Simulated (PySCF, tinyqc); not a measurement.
CID on RHF in the sto-3g basis, frozen core, for LiH, spin multiplicity 1, step by step. The lowest restricted solution is unstable here: a spin-polarised one lies 0.0767 hartree lower (PySCF). One step of it, computed by the program tinyqc.

Question. CID: determinants and Hamiltonian. Slater-Condon rules over spin orbitals, with the nuclear repulsion and the energy of the frozen orbital added and E(HF) subtracted on the diagonal. Only determinants linked to the reference directly or through others are kept (one block of an abelian symmetry group), so some states are absent.

one-electron integrals dressed by the frozen orbital, h + 2 (pq|11) - (p1|1q) (hartree), lower triangle:
```
           2          3          4          5          6
2  -0.577022
3   0.089309  -0.336298
4   0.000000   0.000000  -0.258488
5   0.000000   0.000000   0.000000  -0.258488
6   0.091259  -0.089405   0.000000   0.000000  -0.340625
```

energy of the frozen orbital, 2 h_11 + (11|11) = -7.48864212 hartree

Two-electron integrals over orbitals (pq|rs), unique and non-zero (hartree); the lowest 1 orbital is frozen and left out:
```
(22|22) 0.401237    (32|22) -0.089309   (32|32) 0.060643    (33|22) 0.227128
(33|32) 0.014781    (33|33) 0.296249    (42|42) 0.021818    (43|42) 0.024213
(43|43) 0.040516    (44|22) 0.215723    (44|32) 0.035989    (44|33) 0.266534
(44|44) 0.312946    (52|52) 0.021818    (53|52) 0.024213    (53|53) 0.040516
(54|54) 0.016869    (55|22) 0.215723    (55|32) 0.035989    (55|33) 0.266534
(55|44) 0.279207    (55|55) 0.312946    (62|22) -0.091259   (62|32) 0.073231
(62|33) -0.003154   (62|44) 0.049401    (62|55) 0.049401    (62|62) 0.121798
(63|22) 0.081318    (63|32) -0.049715   (63|33) -0.031360   (63|44) -0.021797
(63|55) -0.021797   (63|62) -0.051861   (63|63) 0.058042    (64|42) 0.014587
(64|43) 0.006878    (64|64) 0.016599    (65|52) 0.014587    (65|53) 0.006878
(65|65) 0.016599    (66|22) 0.348698    (66|32) -0.047132   (66|33) 0.251968
(66|44) 0.249616    (66|55) 0.249616    (66|62) -0.035984   (66|63) 0.041634
(66|66) 0.338196
```

nuclear repulsion = 0.53006065 hartree

Hartree-Fock energy = -7.71138932 hartree

Give: determinants; H - E(HF) between determinants.

Answer.

Occupation strings over the orbitals (2 doubly, a alpha, b beta, 0 empty; spin orbitals ordered 1a 1b 2a 2b ...): 220000 202000 20a00b 200200 200020 20b00a 200002

H - E(HF) between determinants (hartree), lower triangle:
```
         220000   202000   20a00b   200200   200020  20b00a  200002
220000   0.0000
202000   0.0606   0.3765
20a00b   0.0732  -0.1208   0.3279
200200   0.0218   0.0405   0.0069   0.5488
200020   0.0218   0.0405   0.0069   0.0169   0.5488
20b00a  -0.0732   0.1208  -0.0580  -0.0069  -0.0069  0.3279
200002   0.1218   0.0580  -0.0478   0.0166   0.0166  0.0478  0.4098
```
